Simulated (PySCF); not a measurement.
# Si: ionisation energy

Si [Ne] 3s2 3p2 (3P) → Si⁺ [Ne] 3s2 3p1 (2P), as a difference of total energies. Calculation: PySCF 2.14, in aug-cc-pwCVTZ; the non-relativistic Hamiltonian (point nucleus). Correlated levels: valence and next inner shell: 1s2 frozen. The calculations carry no spin-orbit coupling.

```tsv
method	ionisation energy (eV)
UHF	7.638
MP2 (valence and next inner shell)	8.052
SCS-MP2 (valence and next inner shell)	7.965
CCSD (valence and next inner shell)	8.078
CCSD(T) (valence and next inner shell)	8.115
```

Errors of the correlated levels include the incompleteness of this basis and the frozen core.

Question: Which method comes closest to the reference value, and which is furthest?

Answer: The reference is 8.157 eV (measured; NIST levels, between the centres of gravity of the two terms). Closest: CCSD(T) (valence and next inner shell) (error -0.042 eV); furthest: UHF (error -0.519 eV).
